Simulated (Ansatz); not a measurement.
Fluorite CdF2 was calculated with PBEsol (Ansatz, an electronic-structure program, plane waves, PAW).

Settings: plane-wave cutoff 520 eV, 12×12×12 k mesh, Fermi–Dirac smearing 0.01 eV, scalar-relativistic PAW data made under PBE.

A third-order Birch–Murnaghan fit to the energies gives V0 = 13.004 Å³/atom, B0 = 108 GPa, B′ = 4.9.

```csv
V (Å³/atom),P (GPa)
12.224,7.79
12.484,4.88
12.745,2.30
13.005,0.00
13.265,-2.05
13.525,?
13.785,?
```

Problem. Estimate the withheld pressures from this fit; the answers are the runs' own values.

Solution. 
- 13.525, P (GPa): -3.87
- 13.785, P (GPa): -5.48

The formula P = (3/2) B0 (x^(7/3) − x^(5/3)) [1 + (3/4)(B′ − 4)(x^(2/3) − 1)] with x = V0/V meets the computed pressures within 0.02 GPa when these rounded values are put in.

The computed numbers hold no vibrational or temperature effects.
